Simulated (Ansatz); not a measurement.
Geometry optimisation, Ansatz, RKS PBE-D4/def2-SVP.

Input:

```yaml
crystal:
  periodic: [false, false, false]
  atoms:
    - { symbol: Al, position_ang: [0.0, 0.0, 0.0] }
    - { symbol: C, position_ang: [0.0, 0.0, 1.97] }
    - { symbol: H, position_ang: [-0.9996, -0.3092, 2.3405] }
    - { symbol: H, position_ang: [0.7676, -0.7111, 2.3405] }
    - { symbol: H, position_ang: [0.232, 1.0203, 2.3405] }
    - { symbol: H, position_ang: [1.351, 0.0, -0.78] }
    - { symbol: H, position_ang: [-1.351, 0.0, -0.78] }
basis:
  gaussian: { orbitals: def2-SVP }
hamiltonian:
  xc: pbe
  dispersion: d4
relax:
  f_tol: 0.02
  max_steps: 40
output:
  orbitals: {}
```

Command:

```bash
$ ansatz run input.yaml --threads 1 --pin off --max-ram 2048MiB --backend cpu --events-out ev --progress --plain --runs-dir out
```

Question: Where does it end, and by what steps?

Answer: It converged. After 3 steps the energy has fallen by 0.043 eV; H7 moved furthest, 0.06 Å.

```csv
step,energy less start (eV),largest force component (eV/Å),accepted
0,0.0000,0.632,yes
1,-0.0402,0.193,yes
2,-0.0426,0.042,yes
3,-0.0427,0.009,yes
```

```xyz
7
Properties=species:S:1:pos:R:3
Al -0.007 -0.007 -0.004
C -0.010 -0.017 1.962
H -0.989 -0.301 2.398
H 0.768 -0.694 2.375
H 0.235 1.000 2.344
H 1.383 0.010 -0.808
H -1.379 0.010 -0.837
```

Whether the end is a true minimum wasn't checked by a vibrational analysis.

Time of the run: 4.9 s on 1 thread of Arm Neoverse V2, on a shared host, peak memory 0.1 GiB.
